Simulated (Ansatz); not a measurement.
**CHAl (singlet): from Hartree-Fock to the top rungs at angle C2–Al1–H3 = 73.9°, cc-pVTZ**

The task here is to estimate one member of a computed series from the others.

The runs use Ansatz 0.2.0, Gaussian basis; cc-pVTZ, core rule «outside noble gas», up to 6 orbitals frozen.

To be run: UHF; CCSD(T) on RHF; CCSD(T) on UHF; BCCD(T) on RHF; CISD; CCSDT(Q) on RHF; CASSCF and NEVPT2, 8 electrons in 9 orbitals.

13 further runs of the same task are left out: 3 for a known fault of the program, 7 that didn't finish, 3 set aside as unsound or not needed.

### What is computed

The geometry derives from a PBE0/def2-TZVP stationary point (not a proven minimum). One angle is set to the value named; bond lengths are kept.

3 atoms, charge 0, spin multiplicity 1.

Atoms are counted from 1 here; the program's logs count them from 0.

Bond lengths: Al1–C2 1.924 Å, Al1–H3 1.591 Å. Angles: C2–Al1–H3 73.9°.

Set-up of the first run:

File in.yaml:

```yaml
crystal:
  periodic: [false, false, false]
  atoms:
    - {symbol: Al, position_ang: [-0.493613, 0.000000, 0.323087]}
    - {symbol: C, position_ang: [1.043596, 0.000000, -0.833180]}
    - {symbol: H, position_ang: [0.777940, 0.000000, 1.279532]}
basis:
  gaussian: {orbitals: cc-pVTZ}
magnetization: {spin_polarized: true, initial_magnetization: 0}
hamiltonian: {xc: hf}
output: {orbitals: {seedname: orbitals}}
```

Launch:

```bash
> ansatz run in.yaml --threads 1 --pin off --events-out ev --progress --plain --max-ram 2393MiB
```

Steps of the session up to this table: UHF; CCSD(T) on RHF; CCSD(T) on UHF; BCCD(T) on RHF; CISD; CCSDT(Q) on RHF; CASSCF and NEVPT2, 8 electrons in 9 orbitals.

One of the session's tables, all rows but one given; the rest of the session is left out.

```
        method  from RCCSDT(Q) (kcal/mol)
          RMP2                     +40.86
          UMP2                     +42.62
          CISD                     +37.64
         RCCSD                     +16.75
         UCCSD                          ?
      RCCSD(T)                      +3.24
      UCCSD(T)                      -5.07
       BCCD(T)                      +3.56
        RCCSDT                      +2.43
     RCCSDT(Q)                          0
CASSCF valence                     +82.23
NEVPT2 valence                     +19.23
```

Q: Estimate the row for UCCSD from the others.

**Answer.** from RCCSDT(Q) (kcal/mol): +7.49. In the column «from RCCSDT(Q) (kcal/mol)» it lies between BCCD(T) (+3.56) and RCCSD (+16.75).

Left out of the table: RHF, UHF (another determinant or state than the rows shown).

Caveats from the session: The determinant is far from a pure spin state, so its energy mixes those of several spin states (harmless only where they are near-degenerate, as at dissociation). The program flags UCCSD(T), BCCD(T) as in doubt, so those rows may rest on another solution; read them beside their warnings. Warnings: restricted reference is unstable; spin contamination; coupled cluster took another determinant than the lowest; large T1 diagnostic. Restricted and unrestricted rows rest on different reference determinants; where their highest levels disagree by more than a few hundredths of an eV, they describe different states and don't form one ladder.
